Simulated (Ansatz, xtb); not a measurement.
## Two isomers of C3H5+

Structure a is `C=[C+]C`, a singlet and structure b is `C=C[CH2+]`, a singlet. Both are isolated ions in the gas phase, relaxed with r2SCAN-D4/def2-TZVP; the shapes shown needn't be the lowest conformers.

a (Å):

```yaml
atoms:
  - { symbol: C, position_ang: [-0.9591, -0.5784, -0.0736] }
  - { symbol: C, position_ang: [-1.1217, 0.6643, -0.2469] }
  - { symbol: C, position_ang: [-1.3245, 2.0370, -0.3976] }
  - { symbol: H, position_ang: [-1.3529, -1.0965, 0.8052] }
  - { symbol: H, position_ang: [-0.4121, -1.1731, -0.8127] }
  - { symbol: H, position_ang: [-1.9010, 2.2908, 0.5236] }
  - { symbol: H, position_ang: [-1.9740, 2.2918, -1.2413] }
  - { symbol: H, position_ang: [-0.4003, 2.6221, -0.3461] }
```

b (Å):

```yaml
atoms:
  - { symbol: C, position_ang: [-0.7582, -0.2369, -0.3344] }
  - { symbol: C, position_ang: [-1.4535, 0.8919, -0.7099] }
  - { symbol: C, position_ang: [-1.4574, 1.9741, 0.1432] }
  - { symbol: H, position_ang: [-0.7201, -1.1196, -0.9672] }
  - { symbol: H, position_ang: [-0.2247, -0.2756, 0.6121] }
  - { symbol: H, position_ang: [-1.9851, 0.9280, -1.6548] }
  - { symbol: H, position_ang: [-0.9255, 1.9405, 1.0908] }
  - { symbol: H, position_ang: [-1.9882, 2.8904, -0.1010] }
```

Energies in hartree; the thermal terms are from r2SCAN-D4/def2-TZVP harmonic frequencies (ideal gas, rigid rotor, one conformer each, 200 K, 1 atm) and include the zero-point energy:

```
                                a           b
E, CCSD(T)/def2-TZVPP  −116.723560  −116.741153
    zero-point energy     0.063058     0.068043
         H(200 K) − E     0.066302     0.070897
         G(200 K) − E     0.047615     0.053180
```

Q: Work out ΔE, ΔE₀, ΔH and ΔG for a → b in kJ/mol (1 Eh = 2625.50 kJ/mol) and the equilibrium ratio [b]/[a].

A: 1. ΔE = −116.741153 − (−116.723560) = −0.017593 Eh = −46.19 kJ/mol.
2. ΔE₀ = ΔE + ΔZPE = −0.017593 + (+0.004985) Eh = −33.10 kJ/mol.
3. ΔH = ΔE + (+0.004595) Eh = −34.13 kJ/mol.
4. ΔG = ΔE + (+0.005565) Eh = −31.58 kJ/mol, so ΔS = (ΔH − ΔG)/T = −12.7 J/(mol K).
5. kT = 0.6334 mEh, so K = [b]/[a] = exp(−ΔG/kT) = exp(+18.99) ≈ 1.8 × 10^8.

Structure b is favoured at this temperature. An error of 4 kJ/mol in ΔG would change K by a factor of 11. GFN2-xTB gave ΔE the other sign. Mirror images and further conformers aren't counted.

As drawn, both hold the same kinds of bond in the same numbers. Structure a has 1 methyl group, b 0.

Other levels gave ΔE = +73.4 (GFN2-xTB); −65.7 (HF/STO-3G, GFN2-xTB geometries); −29.7 (r2SCAN-D4/def2-SVP, GFN2-xTB geometries); −22.7 (r2SCAN-D4/def2-TZVP); −65.3 (HF/def2-TZVPP); −49.9 (MP2/def2-TZVPP) kJ/mol. The correlated steps freeze 3 core orbitals. Programs: Ansatz 0.2.0, xtb 6.7.1.
